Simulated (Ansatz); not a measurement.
This Ansatz (a first-principles code) input (PBE/def2-TZVPP) gives -56.51061 Eh with 73 basis functions.

Ansatz 0.2 input:
```yaml
crystal:
  periodic: [false, false, false]
  atoms:
    - {symbol: N, position_ang: [0.00224146, -0.00382052, 0.11155442]}
    - {symbol: H, position_ang: [-0.00202883, 0.95117179, -0.22808750]}
    - {symbol: H, position_ang: [0.80949996, -0.46442426, -0.29287493]}
    - {symbol: H, position_ang: [-0.82316134, -0.46000387, -0.25991854]}
basis:
  gaussian:
    orbitals: def2-TZVPP
hamiltonian:
  xc: {name: PBE}
magnetization: {spin_polarized: false}
```

Change:
```diff
- orbitals: def2-TZVPP
+ orbitals: aug-cc-pVDZ
```

### Question
What does the run give now?

### Answer
-56.49403 Eh (PBE/aug-cc-pVDZ, 50 functions), a change of +16.58 mEh.
